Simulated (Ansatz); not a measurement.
An Ansatz input:

```yaml
crystal:
  lattice:
    - [0.0, 2.0255415881, 2.0255415881]
    - [2.0255415881, 0.0, 2.0255415881]
    - [2.0255415881, 2.0255415881, 0.0]
  atoms:
    - { symbol: Pt, position: [0.0, 0.0, 0.0], spin: 1.0, spin_axis: [0, 0, 1] }
hamiltonian:
  xc: blyp
  pseudopotentials:
    kind: paw_fr
    azcp:
      Pt: "pseudopotentials/Pt.paw.azcp"
basis:
  ecutwfc: 420
  fft_grid_basis: typed
kpoints:
  mp_grid: { grid: [13, 13, 13], shift: [0, 0, 0] }
magnetization:
  noncollinear: true
  spin_orbit: true
scf:
  occupations: { method: fermi_dirac, width: 0.05 }
```

Output

```
Engine: ansatz 0.2.0, aarch64-unknown-linux-gnu
Pseudopotentials: kind: paw_fr
Pseudopotential: Pt, paw_fr, valence charge 18, recommended cutoff 420 eV (normal) 
Functional definition: BLYP
  parameter beta = 0.0042
  parameter a = 0.04918
  parameter b = 0.132
  parameter c = 0.2533
  parameter d = 0.349
  exchange = b88_x(beta = beta)
  correlation = lyp_c(a = a, b = b, c = c, d = d)
Crystal: 1 atoms, lattice volume = 16.621 Å³
Basis set: ecut = 420 eV, 331 PW (Γ), exchange–correlation on 40×40×40 points (8 copies of the dense FFT grid, shifted against one another)
Bands: 26, of which v1, the nominal top of the filled ones, is band 18 counted from 1 (17 counted from 0)
Symmetry: 8 space group operations + 8 with time reversal
Magnetic group: BNS 139.537 (UNI 1197), of the structure as read, at distance tolerance 2.6e-5 Å
k-points: 196 of 2197 (time reversal used)
Projection manifold: j_resolved (fully-relativistic pseudo-atomic orbitals)
Non-local potential: Pt, projectors of the file, l = 0: 3, l = 1: 4, l = 2: 4, l = 3: 2
PAW form: soft (Blöchl's): semilocal exchange-correlation on the pseudo side does not see the compensation charge
PAW frozen core: Pt, regenerated for the run's functional, and the local potential with it (the file was generated under x = pbe(κ = 0.804, μ = 0.2195149727645171), c = pbe(β = 0.06672455060314922))
PAW one-centre angular grid: Pt, 590 points (default); XC on its mesh's 2885 points in the sphere
Initial density: superposition of atomic densities (chi_scale 0.1, normalization cell)
Starting moments: Σ|m| = 1 μB on 1 of 1 site
Initial wavefunctions: pseudopotential atomic-orbital guess
Functional: x = b88, c = lyp
SCF iter   1: F=—  HF=-12584.346734 eV  |F-HF|=—  |Δ(HF+E_count)|=         —  Δρ=7.47e-2  dr2=9.19e-1  dr2_m=1.91e-1  ethr=3.10e-3  |M|=4.56e-1 ∫|m|=4.66e-1 μB  |m|>n=0.0e0 m-floor=0.0e0 τ_xc=0.0e0  β_m=0.30  ⟨swp⟩=6.0  Hψ=23489  notcnv=0  defer=40
SCF iter   2: F=—  HF=-12584.198797 eV  |F-HF|=—  |Δ(HF+E_count)|=   1.48e-1  Δρ=5.36e-2  dr2=4.00e-1  dr2_m=1.10e-1  ethr=3.10e-3  |M|=4.15e-1 ∫|m|=4.28e-1 μB  |m|>n=0.0e0 m-floor=0.0e0 τ_xc=3.5e-6  β_m=0.30  ⟨swp⟩=2.0  Hψ=7549  notcnv=0  defer=501
SCF iter   3: F=—  HF=-12584.086348 eV  |F-HF|=—  |Δ(HF+E_count)|=   1.12e-1  Δρ=4.16e-2  dr2=7.21e-3  dr2_m=6.59e-2  ethr=2.22e-3  |M|=3.72e-1 ∫|m|=3.86e-1 μB  |m|>n=0.0e0 m-floor=0.0e0 τ_xc=1.4e-5  β_m=0.30  ⟨swp⟩=2.0  Hψ=7492  notcnv=0  defer=503
...
iter 14 did not close the SCF: its close was put off for a magnetic moment that had not settled (scf_convergence_deferred on its scf_iter line)
SCF iter  14: F=-12584.118874 eV  HF=-12584.118874 eV  |F-HF|=4.53e-8  |Δ(HF+E_count)|=   1.01e-7  Δρ=2.21e-5  dr2=6.66e-8  dr2_m=2.05e-8  ethr=3.12e-10  |M|=3.34e-4 ∫|m|=3.58e-4 μB  |m|>n=0.0e0 m-floor=0.0e0 τ_xc=2.1e-10  β_m=0.86  ⟨swp⟩=1.0  Hψ=13911  notcnv=0
iter 15 did not close the SCF: its close was put off for a magnetic moment that had not settled (scf_convergence_deferred on its scf_iter line)
SCF iter  15: F=-12584.118874 eV  HF=-12584.118874 eV  |F-HF|=9.37e-10  |Δ(HF+E_count)|=   1.07e-9  Δρ=3.18e-6  dr2=1.39e-9  dr2_m=4.35e-10  ethr=3.12e-10  |M|=4.71e-5 ∫|m|=5.08e-5 μB  |m|>n=0.0e0 m-floor=0.0e0 τ_xc=4.7e-12  β_m=0.80  ⟨swp⟩=1.0  Hψ=12652  notcnv=0
SCF iter  16: F=-12584.118874 eV  HF=-12584.118874 eV  |F-HF|=1.82e-12  |Δ(HF+E_count)|=    0.00e0  Δρ=2.73e-7  dr2=8.56e-12  dr2_m=4.01e-12  ethr=7.74e-12  |M|=2.79e-6 ∫|m|=3.30e-6 μB  |m|>n=0.0e0 m-floor=0.0e0 τ_xc=1.8e-13  ⟨swp⟩=1.0  Hψ=13182  notcnv=0
WARN: the starting moments were not kept: the SCF closed with an absolute magnetisation of 3.2e-6 μB, where they sum to 1 μB in size (1 site). That is at most 0.1 of that sum. Measured as dr2_m measures the in/out step, that magnetisation stands 5.0e-12 eV from none, at or under the dr2_threshold of 1.0e-7 eV: it is no larger than a step whose dr2_m would equal this threshold. The system may hold no moment; this SCF shows only that its start led to no more than that. To try another start: raise the starting moments (crystal.atoms[].spin, magnetization.per_species, magnetization.initial_magnetization, or on a non-collinear deck that types none of these the spinor_matrix: blocks that start its atoms; where the total moment is fixed, keep their sum and leave initial_magnetization as it is; typed ones take the place of any that the run laid by itself, positive ones on a crystal's lanthanoids without a Hubbard term where scf.initial_density.shell_occupations: [] is typed) or, if the notice of its spin-set hold's release reads "site moments contracting" or "site moments show no strong build", lengthen the hold (scf.mixing.spin_hold: { on: { confirm: 4 } }; for m-r²SCAN on two components see the key's manual first). Each may lead to a state that holds a moment. A second SCF, from the converged charge density, with the starting moments and any scf.initial_density.shell_occupations laid on it anew, would have followed, and was not run: the deck does not ask for one (magnetization.retry_lost_moments is false, the default). To let it run, set magnetization.retry_lost_moments: true and run the deck again, where that key's refused combinations let it; where memory then withholds it, that run's warning says so.
SCF 1 converged in 16 iterations: F = -12584.118874 eV  dr2 = 8.56e-12
SCF converged after 16 iterations
Stability not checked: this state was not tested for a lower state beside it, because this non-collinear magnet's GGA is evaluated by the locally collinear projection, under which the energy is not smooth in the magnetisation (locally_collinear_gga; see scf.lower_state_search)
Magnetization: |M| = 0.0000 μB,  M = (-0.0000, -0.0000, -0.0000) μB
Absolute magnetization: 0.0000 μB (∫|m|, with the PAW one-centre terms)
  site 0: m = (+0.0000, +0.0000, -0.0000) μB, |m| = 0.0000 μB  (R = 1.18 Å)
Free energy (F): -12584.118874 eV
Harris-Foulkes:  -12584.118874 eV  (|F-HF|=1.82e-12)
Internal energy: -12584.103149 eV  (E = F + TS)
E sigma→0 (E₀):  -12584.111011 eV
Entropy (-TS):   -0.015726 eV (-15.726 meV/atom)
Fermi energy:    21.144068 eV
--- Per-component energies (eV) ---
  E_band       = -167.966720
  E_kinetic    = 636.228517
  E_local      = -1585.757052  (includes V_loc(G=0)·N_el)
  E_nonlocal   = 186.815288
  E_hartree    = 586.622619
  E_xc         = -257.488853
  E_vxc        = -296.813842  (∫ρ·V_xc dr)
  E_paw        = -9510.553978  (= ΣΔE_a)
  E_vpaw       = -281.684904  (= ΣTr[D̂ρ^β])
  E_aug_tail   = 0.000165  (compensation charges beyond the density's cutoff)
  E_ewald      = -2640.109438
  E_core_change = 0.139582  (= ΣΔE_core)
  E_smearing   = -0.015726  (= −TS)
  E_closure    = 0.000000  (closes the sum)
  Σ components = -12584.118874   (vs F -12584.118874, Δ=0.00e0)
```
